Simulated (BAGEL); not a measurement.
# One shape, several levels: triplet C3HFO

We compute a comparison of 5 runs (UHF/STO-3G, UHF/3-21G, ROHF/6-31G*, ROHF/cc-pVDZ, UHF/cc-pVDZ) of triplet C3HFO. 

The calculation is run with BAGEL 1.2.2.

## 1. The system as given

C3HFO: 6 atoms, total charge 0, spin state triplet. As SMILES of the parent species, `O=c1cc1F`. The coordinates come from a GFN2-xTB relaxation. That shape belongs to the parent species and isn't relaxed for this state.

Bond lengths: O1–C2 1.185 Å, C2–C3 1.446 Å, C2–C4 1.431 Å, C3–C4 1.345 Å, C4–F5 1.315 Å, C3–H6 1.068 Å. Angles: O1–C2–C3 152.4°, O1–C2–C4 151.8°, C3–C2–C4 55.7°, C2–C3–C4 61.6°, C2–C4–C3 62.7°, C2–C4–F5 154.9°, C3–C4–F5 142.4°, C2–C3–H6 152.4°, C4–C3–H6 146.0°.

## 2. A single-point energy at UHF/STO-3G (density fitting with qzvpp-jkfit) (run 1)

input.json

```json
{ "bagel" : [

{
  "title" : "molecule",
  "basis" : "sto-3g",
  "df_basis" : "qzvpp-jkfit",
  "angstrom" : "true",
  "geometry" : [
    { "atom" : "O", "xyz" : [   -0.186080,   -2.058000,   -0.090230 ] },
    { "atom" : "C", "xyz" : [   -0.070410,   -0.880460,   -0.022540 ] },
    { "atom" : "C", "xyz" : [    0.458040,    0.323180,    0.579520 ] },
    { "atom" : "C", "xyz" : [   -0.344340,    0.442990,   -0.492770 ] },
    { "atom" : "F", "xyz" : [   -0.893220,    1.333840,   -1.289410 ] },
    { "atom" : "H", "xyz" : [    1.036010,    0.838440,    1.315440 ] }
  ]
},
{
  "title" : "uhf",
  "nopen" : 2
},
{
  "title" : "print",
  "file" : "orbitals.molden",
  "orbitals" : "true"
}

]}
```

Launch:

```console
$ BAGEL_NUM_THREADS=1 BAGEL input.json > input.out
```

What it wrote:

```text
* using 1 threads per process

  ===============================================================
  ===============================================================

  *** Geometry ***

  { "atom" : "O", "xyz" : [     -0.351640,     -3.889056,     -0.170510 ] },
  { "atom" : "C", "xyz" : [     -0.133056,     -1.663828,     -0.042594 ] },
  { "atom" : "C", "xyz" : [      0.865570,      0.610722,      1.095134 ] },
  { "atom" : "C", "xyz" : [     -0.650708,      0.837130,     -0.931200 ] },
  { "atom" : "F", "xyz" : [     -1.687941,      2.520592,     -2.436632 ] },
  { "atom" : "H", "xyz" : [      1.957775,      1.584422,      2.485821 ] },

  Number of auxiliary basis functions:      397

  Since a DF basis is specified, we compute 2- and 3-index integrals:
    o Being stored without compression. Storage requirement is 0.002 GB

  Number of basis functions:       26
  Number of electrons      :       36

    * METHOD: MOLECULE                             0.09

  *** Open-shell HF ***

  === Nuclear Repulsion ===
   144.4924257452

      * DIIS with orbital gradients will be used.

  === UHF iteration (sto-3g) ===
      0       -284.18391545          0.05015808           0.02
      1       -284.28925990          0.03619166           0.02
      2       -284.33867385          0.02084194           0.02
[... 33 lines of this table left out ...]
     36       -284.39006791          0.00000001           0.02
    * SCF iteration converged.

    * S^2 (UHF) is 2.2268

    * Permanent dipole moment:
           (   -0.128415,     0.263077,    -0.199213) a.u.

    * METHOD: UHF                                  0.63

    * METHOD: PRINT                                0.00

  ===============================================================
```

Wall time 0.94 s (1 thread of Arm Neoverse V2, shared host); peak memory 0.081 GiB.

## 3. The energy at UHF/3-21G (density fitting with qzvpp-jkfit) (run 2)

job.json

```json
{ "bagel" : [

{
  "title" : "molecule",
  "basis" : "3-21g",
  "df_basis" : "qzvpp-jkfit",
  "angstrom" : "true",
  "geometry" : [
    { "atom" : "O", "xyz" : [      -0.186080,      -2.058000,      -0.090230 ] },
    { "atom" : "C", "xyz" : [      -0.070410,      -0.880460,      -0.022540 ] },
    { "atom" : "C", "xyz" : [       0.458040,       0.323180,       0.579520 ] },
    { "atom" : "C", "xyz" : [      -0.344340,       0.442990,      -0.492770 ] },
    { "atom" : "F", "xyz" : [      -0.893220,       1.333840,      -1.289410 ] },
    { "atom" : "H", "xyz" : [       1.036010,       0.838440,       1.315440 ] }
  ]
},

{ "title" : "uhf", "nopen" : 2 },

{ "title" : "print", "file" : "orbitals.molden", "orbitals" : "true" }

]}
```

Launch:

```console
$ BAGEL_NUM_THREADS=1 BAGEL job.json > job.out
```

What it wrote:

```text
* using 1 threads per process

  ===============================================================
  ===============================================================

  *** Geometry ***

  { "atom" : "O", "xyz" : [     -0.351640,     -3.889056,     -0.170510 ] },
  { "atom" : "C", "xyz" : [     -0.133056,     -1.663828,     -0.042594 ] },
  { "atom" : "C", "xyz" : [      0.865570,      0.610722,      1.095134 ] },
  { "atom" : "C", "xyz" : [     -0.650708,      0.837130,     -0.931200 ] },
  { "atom" : "F", "xyz" : [     -1.687941,      2.520592,     -2.436632 ] },
  { "atom" : "H", "xyz" : [      1.957775,      1.584422,      2.485821 ] },

  Number of auxiliary basis functions:      397

  Since a DF basis is specified, we compute 2- and 3-index integrals:
    o Being stored without compression. Storage requirement is 0.007 GB

  Number of basis functions:       47
  Number of electrons      :       36

    * METHOD: MOLECULE                             0.09

  *** Open-shell HF ***

  === Nuclear Repulsion ===
   144.4924257452

      * DIIS with orbital gradients will be used.

  === UHF iteration (3-21g) ===
      0       -286.39762707          0.05703191           0.03
      1       -286.47990412          0.05022846           0.03
      2       -286.52140450          0.04040524           0.03
[... 56 lines of this table left out ...]
     59       -286.61659782          0.00000001           0.03
    * SCF iteration converged.

    * S^2 (UHF) is 2.1538

    * Permanent dipole moment:
           (   -0.278939,     0.211888,    -0.398671) a.u.

    * METHOD: UHF                                  2.01

    * METHOD: PRINT                                0.00

  ===============================================================
```

It took 2.3 s on 1 thread of Arm Neoverse V2, shared host; peak memory 0.081 GiB.

Runs 3 to 4 aren't shown in full; the table further down has their settings and results.

## 4. The energy at UHF/cc-pVDZ (density fitting with qzvpp-jkfit) (run 5)

input.json

```json
{ "bagel": [

{
  "title": "molecule",
  "basis": "cc-pvdz.json",
  "df_basis": "qzvpp-jkfit",
  "angstrom": true,
  "geometry": [
    { "atom": "O", "xyz": [   -0.186080,   -2.058000,   -0.090230 ] },
    { "atom": "C", "xyz": [   -0.070410,   -0.880460,   -0.022540 ] },
    { "atom": "C", "xyz": [    0.458040,    0.323180,    0.579520 ] },
    { "atom": "C", "xyz": [   -0.344340,    0.442990,   -0.492770 ] },
    { "atom": "F", "xyz": [   -0.893220,    1.333840,   -1.289410 ] },
    { "atom": "H", "xyz": [    1.036010,    0.838440,    1.315440 ] }
  ]
},
{ "title": "uhf", "nopen": 2 },
{ "title": "print", "file": "orbitals.molden", "orbitals": true }

]}
```

The basis set cc-pVDZ is read from a file made from the Basis Set Exchange's data (not shown).

Launch:

```console
$ BAGEL_NUM_THREADS=1 BAGEL input.json > input.out
```

What it wrote:

```text
* using 1 threads per process

  ===============================================================
  ===============================================================

  *** Geometry ***

  { "atom" : "O", "xyz" : [     -0.351640,     -3.889056,     -0.170510 ] },
  { "atom" : "C", "xyz" : [     -0.133056,     -1.663828,     -0.042594 ] },
  { "atom" : "C", "xyz" : [      0.865570,      0.610722,      1.095134 ] },
  { "atom" : "C", "xyz" : [     -0.650708,      0.837130,     -0.931200 ] },
  { "atom" : "F", "xyz" : [     -1.687941,      2.520592,     -2.436632 ] },
  { "atom" : "H", "xyz" : [      1.957775,      1.584422,      2.485821 ] },

  Number of auxiliary basis functions:      397

  Since a DF basis is specified, we compute 2- and 3-index integrals:
    o Being stored without compression. Storage requirement is 0.018 GB

  Number of basis functions:       75
  Number of electrons      :       36

    * METHOD: MOLECULE                             0.12

  *** Open-shell HF ***

  === Nuclear Repulsion ===
   144.4924257452

      * DIIS with orbital gradients will be used.

  === UHF iteration (cc-pvdz.json) ===
      0       -287.97998953          0.03466093           0.06
      1       -288.07983307          0.03203346           0.06
      2       -288.12324377          0.02661524           0.06
[... 38 lines of this table left out ...]
     41       -288.24216444          0.00000001           0.06
    * SCF iteration converged.

    * S^2 (UHF) is 2.1284

    * Permanent dipole moment:
           (   -0.231140,     0.223430,    -0.332659) a.u.

    * METHOD: UHF                                  2.51

    * METHOD: PRINT                                0.01

  ===============================================================
```

Wall time 2.9 s (1 thread of Arm Neoverse V2, shared host); peak memory 0.086 GiB.

## 5. The series

| run | level | energy (Eh) | dipole moment (D) | ⟨S²⟩ | wall time |
| --- | --- | --- | --- | --- | --- |
| 1 | UHF/STO-3G (density fitting with qzvpp-jkfit) | -284.390068 | 0.90 | 2.227 | 0.94 s |
| 2 | UHF/3-21G (density fitting with qzvpp-jkfit) | -286.616598 | 1.35 | 2.154 | 2.3 s |
| 3 | ROHF/6-31G* (density fitting with qzvpp-jkfit, spherical functions) | -288.193175 | 0.99 | 2.000 | 2.6 s |
| 4 | ROHF/cc-pVDZ (density fitting with qzvpp-jkfit) | -288.220436 | 1.02 | 2.000 | 2.9 s |
| 5 | UHF/cc-pVDZ (density fitting with qzvpp-jkfit) | -288.242164 | 1.18 | 2.128 | 2.9 s |

## 6. Summary of results

| quantity | value |
| --- | --- |
| run 5: total energy | -288.24216 Eh |
| run 5: dipole moment | 1.18 D |
| run 5: ⟨S²⟩ | 2.128 |

What this shows: The dipole moment (its size) runs from 0.90 D (UHF/STO-3G) to 1.35 D (UHF/3-21G). In run 1 the basis is minimal, so the values are rough. Spin contamination of the reference: run 1 ⟨S²⟩ = 2.23, run 2 ⟨S²⟩ = 2.15, run 5 ⟨S²⟩ = 2.13. All runs together took 12 s, the longest 2.9 s.
